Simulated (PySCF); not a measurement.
**A workflow on C2H2FNS (SMILES FC1=NCS1)**

We compute a geometry optimisation (r2SCAN50-D4/STO-6G), then the energy (CCSD(T)/cc-pVDZ), then ionisation energies (EOM-CCSD/6-311G) of C2H2FNS. 

The results are computed with PySCF 2.14.0.

1 further run of the same task is left out (for a faulty analytic Hessian).

## (1) The molecule

C2H2FNS: 7 atoms, total charge 0, spin state singlet. SMILES: `FC1=NCS1`. Geometry: a rough force-field guess. The run starts from this shape.

Bond lengths: F1–C2 1.340 Å, C2–N3 1.261 Å, N3–C4 1.476 Å, C2–S5 1.690 Å, C4–S5 1.860 Å, C4–H6 1.109 Å, C4–H7 1.051 Å. Some angles: F1–C2–N3 126.1°, F1–C2–S5 133.6°, N3–C2–S5 100.3°, C2–N3–C4 101.1°, N3–C4–S5 85.5°, C2–S5–C4 73.1°, N3–C4–H6 112.3°, N3–C4–H7 116.2°, S5–C4–H6 111.7°, S5–C4–H7 115.5°.

## (2) A geometry optimisation at r2SCAN50-D4/STO-6G (IEF-PCM acetonitrile) (run 1)

job.py reads:

```python
from pyscf import gto, dft, solvent
from pyscf.geomopt.geometric_solver import kernel as optimise

system = gto.M(
    atom=[
    ('F', (-1.061500, -2.215200, 0.387200)),
    ('C', (-0.572500, -0.995900, 0.125200)),
    ('N', (0.468400, -0.489500, 0.626300)),
    ('C', (0.535900, 0.796000, -0.096600)),
    ('S', (-1.035600, 0.244300, -0.924800)),
    ('H', (0.365300, 1.664400, 0.571200)),
    ('H', (1.361300, 0.927800, -0.734200)),
],
    max_memory=1860,
    basis='sto-6g',
    charge=0,
    cart=True,
    verbose=3,
    spin=0,
)

mf = dft.RKS(system, xc='r2scan50')
mf = mf.PCM()
mf.with_solvent.method = 'IEF-PCM'
mf.with_solvent.eps = 35.688  # acetonitrile
mf.disp = 'd4'
converged, mol_eq = optimise(mf, maxsteps=100)
print('converged:', converged)
print(mol_eq.tostring())

mf.reset(mol_eq)
system = mol_eq
mf.kernel()
etot = mf.e_tot
print(f'total energy: {etot:.8f} hartree')
```

The run is started by

```bash
$ OMP_NUM_THREADS=1 python job.py
```

The program printed:

```text
maxiter                   100
----------------------------------------------------------
Custom engine selected.
Bonds will be generated from interatomic distances less than 1.20 times sum of covalent radii
21 internal coordinates being used (instead of 21 Cartesians)
Internal coordinate system (atoms numbered from 1):
Distance 1-2
Distance 2-3
Distance 2-5
Distance 3-4
Distance 4-5
Distance 4-6
Distance 4-7
Angle 1-2-5
Angle 3-2-5
Angle 2-3-4
Angle 3-4-5
Angle 3-4-6
Angle 3-4-7
Angle 5-4-6
Angle 5-4-7
Angle 6-4-7
Angle 2-5-4
Out-of-Plane 2-1-3-5
Dihedral 1-2-3-4
Dihedral 5-2-3-4
Dihedral 1-2-5-4
Dihedral 3-2-5-4
Dihedral 2-3-4-5
Dihedral 2-3-4-6
Dihedral 2-3-4-7
Dihedral 3-4-5-2
Dihedral 6-4-5-2
Dihedral 7-4-5-2
Translation-X 1-7
Translation-Y 1-7
Translation-Z 1-7
Rotation-A 1-7
Rotation-B 1-7
Rotation-C 1-7
[... 24 lines left out ...]
WARN: Mole.unit (angstrom) is changed to Bohr
[... 16 lines left out ...]
Step    0 : Gradient = 7.531e-02/1.431e-01 (rms/max) Energy = -627.7229086465
[... 42 lines left out ...]
WARN: PCM is an experimental feature. It is still in testing.
[... 31 lines left out ...]
converged SCF energy = -627.747510735401
[... 54 lines left out ...]
WARN: PCM is an experimental feature. It is still in testing.
[... 31 lines left out ...]
converged SCF energy = -627.747607636195
[... 54 lines left out ...]
WARN: PCM is an experimental feature. It is still in testing.
[... 31 lines left out ...]
converged SCF energy = -627.747610463825
[... 42 lines left out ...]
Converged! =D
[... 1 line left out ...]
converged: True
F          -1.11189154       -2.27900802        0.37736739
C          -0.54854710       -1.09728688        0.15971640
N           0.54065097       -0.63248092        0.73620903
C           0.45868133        0.66886348       -0.04539057
S          -1.05848503        0.18376622       -0.93110733
H           0.33567610        1.53505962        0.60518871
H           1.32194585        0.81185758       -0.69570591

WARN: PCM is an experimental feature. It is still in testing.
Features and APIs may be changed in the future.

converged SCF energy = -627.747611363856
total energy: -627.74761136 hartree
```

Wall time 13 min (1 thread of Intel Xeon at 2.50GHz (Skylake/Cascade Lake), shared host); peak memory 0.43 GiB.

Step by step:

```
step  energy from the first frame kept (eV)  largest force (eV/Å)
   0                                 0.0000                7.3608
   1                                -0.4481                2.2070
   2                                -0.6033                1.3300
   3                                -0.6695                0.3515
   4                                -0.6721                0.0680
   5                                -0.6723                0.0233
   6                                -0.6721                0.0639
   7                                -0.6720                0.0613
   8                                -0.6721                0.0310
   9                                -0.6722                0.0142
  10                                -0.6722                0.0124
```

After the run. Bond lengths: F1–C2 1.327 Å, C2–N3 1.317 Å, N3–C4 1.520 Å, C2–S5 1.758 Å, C4–S5 1.823 Å, C4–H6 1.090 Å, C4–H7 1.090 Å. Some angles: F1–C2–N3 126.4°, F1–C2–S5 128.9°, N3–C2–S5 104.7°, C2–N3–C4 91.9°, N3–C4–S5 93.8°, C2–S5–C4 69.6°, N3–C4–H6 112.3°, N3–C4–H7 112.1°, S5–C4–H6 114.1°, S5–C4–H7 113.8°.

## (3) The energy at CCSD(T)/cc-pVDZ (run 3)

calc.py reads:

```python
from pyscf import gto, scf, cc

system = gto.M(
    atom=[
    ('F', (-1.111892, -2.279008, 0.377367)),
    ('C', (-0.548547, -1.097287, 0.159716)),
    ('N', (0.540651, -0.632481, 0.736209)),
    ('C', (0.458681, 0.668863, -0.045391)),
    ('S', (-1.058485, 0.183766, -0.931107)),
    ('H', (0.335676, 1.535060, 0.605189)),
    ('H', (1.321946, 0.811858, -0.695706)),
],
    charge=0,
    verbose=4,
    basis='cc-pvdz',
    max_memory=1860,
)

mf = scf.RHF(system)
mf.kernel()

mycc = cc.CCSD(mf, frozen=9)
mycc.kernel()
e_t = mycc.ccsd_t()
etot = mycc.e_tot + e_t
print('Final energy', etot)
```

The run is started by

```bash
$ OMP_NUM_THREADS=1 python calc.py
```

The program printed:

```text
PySCF version 2.14.0

[... 65 lines left out ...]
converged SCF energy = -628.2679706064
[... 12 lines left out ...]
Init t2, MP2 energy = -629.014804981111  E_corr(MP2) -0.746834374710559
[... 14 lines left out ...]
CCSD converged
[... 2 lines left out ...]
Final energy -629.0690066519261
```

Run time: 49 s. Hardware: 1 thread of Intel Xeon at 2.50GHz (Skylake/Cascade Lake), shared host; peak memory 0.39 GiB.

## (4) Ionisation energies at EOM-CCSD/6-311G (sfX2C, Cartesian functions, root kind ip) (run 4)

calc.py reads:

```python
import numpy
from pyscf import gto, scf, cc

system = gto.M(
    atom=[
    ('F', (-1.111892, -2.279008, 0.377367)),
    ('C', (-0.548547, -1.097287, 0.159716)),
    ('N', (0.540651, -0.632481, 0.736209)),
    ('C', (0.458681, 0.668863, -0.045391)),
    ('S', (-1.058485, 0.183766, -0.931107)),
    ('H', (0.335676, 1.535060, 0.605189)),
    ('H', (1.321946, 0.811858, -0.695706)),
],
    charge=0,
    verbose=3,
    basis='6-311g',
    cart=True,
    max_memory=1860,
)

hf = scf.RHF(system)
hf = hf.sfx2c1e()
hf.kernel()

mycc = cc.CCSD(hf, frozen=9)
mycc.kernel()
e_tot = mycc.e_tot
print('Final energy', e_tot)

e, vec = mycc.ipccsd(nroots=3)
roots = numpy.atleast_1d(e) * 27.211386
print('EOM-IP-CCSD roots (eV)')
for i, w in enumerate(roots, 1):
    print('%3d %10.4f' % (i, w))
```

The run is started by

```bash
$ OMP_NUM_THREADS=1 python calc.py
```

The program printed:

```text
converged SCF energy = -629.300107071428
E(CCSD) = -629.8319737299669  E_corr = -0.5318666585387373
Final energy -629.8319737299669
EOM-IP-CCSD roots (eV)
  1     9.7123
  2    10.2207
  3    11.7253
```

Run time: 26 s. Hardware: 1 thread of Intel Xeon at 2.50GHz (Skylake/Cascade Lake), shared host; peak memory 0.36 GiB.

## (5) What came out

```
                                                           quantity          value
                 run 1, r2SCAN50-D4/STO-6G: total energy at the end  -627.74761 Eh
                           run 1, r2SCAN50-D4/STO-6G: dipole moment         2.38 D
                             run 1, r2SCAN50-D4/STO-6G: HOMO energy       -5.86 eV
                             run 1, r2SCAN50-D4/STO-6G: LUMO energy        4.07 eV
                           run 1, r2SCAN50-D4/STO-6G: HOMO–LUMO gap        9.92 eV
                       run 1, r2SCAN50-D4/STO-6G: dispersion energy   -4.51 kJ/mol
              run 1, r2SCAN50-D4/STO-6G: solvent term in the energy   -15.5 kJ/mol
                               run 3, CCSD(T)/cc-pVDZ: total energy  -629.06901 Eh
       run 3, CCSD(T)/cc-pVDZ: dipole moment (Hartree–Fock density)         2.44 D
        run 3, CCSD(T)/cc-pVDZ: HOMO energy (Hartree–Fock orbitals)      -10.28 eV
        run 3, CCSD(T)/cc-pVDZ: LUMO energy (Hartree–Fock orbitals)        3.33 eV
      run 3, CCSD(T)/cc-pVDZ: HOMO–LUMO gap (Hartree–Fock orbitals)       13.61 eV
run 3, CCSD(T)/cc-pVDZ: correlation energy (9 core orbitals frozen)     -801.0 mEh
                             run 3, CCSD(T)/cc-pVDZ: (T) correction     -28.50 mEh
                              run 3, CCSD(T)/cc-pVDZ: T1 diagnostic          0.014
          run 4, EOM-CCSD/6-311G: ground-state or mean-field energy  -629.83197 Eh
       run 4, EOM-CCSD/6-311G: dipole moment (Hartree–Fock density)         2.97 D
        run 4, EOM-CCSD/6-311G: HOMO energy (Hartree–Fock orbitals)      -10.65 eV
        run 4, EOM-CCSD/6-311G: LUMO energy (Hartree–Fock orbitals)        2.51 eV
      run 4, EOM-CCSD/6-311G: HOMO–LUMO gap (Hartree–Fock orbitals)       13.16 eV
run 4, EOM-CCSD/6-311G: correlation energy (9 core orbitals frozen)     -531.9 mEh
                              run 4, EOM-CCSD/6-311G: T1 diagnostic          0.014
                    run 4, EOM-CCSD/6-311G: first ionisation energy        9.71 eV
```

What this shows: The optimisation (run 1, r2SCAN50-D4/STO-6G) took 10 steps and changed the energy by -0.672 eV. Mulliken charges (run 1, r2SCAN50-D4/STO-6G) run from -0.29 on N3 to +0.21 on S5. The triples (run 3, CCSD(T)/cc-pVDZ) make up 3.6 % of the correlation energy.
